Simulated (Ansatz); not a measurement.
Cartesian coordinates in Å:
```
F 1.851 0.973 0.126
C 0.491 0.991 -0.082
C -0.091 -0.336 0.116
C -0.849 -1.303 -0.226
S -0.224 -1.588 1.461
H 0.298 1.333 -1.104
H 0.048 1.696 0.631
H -1.524 -1.768 -0.922
```

Charge 0, multiplicity 1.

Task: List the ωB97M-V/def2-TZVPP orbital energies in eV (Ansatz 0.2.0). (Estimate.)

Result: The calculation gave: Occupied: -2426.89, -677.65, -284.48, -283.25, -283.19, -220.77, -163.93, -163.83, -163.63, -36.66, -27.62, -23.85, -20.27, -18.77, -17.26, -17.12, -16.96, -13.65, -13.47, -12.73, -12.14, -11.05, -7.88. Lowest empty: 1.22, 1.93, 2.88, 3.12, 3.73, 4.44, 4.71, 5.51.
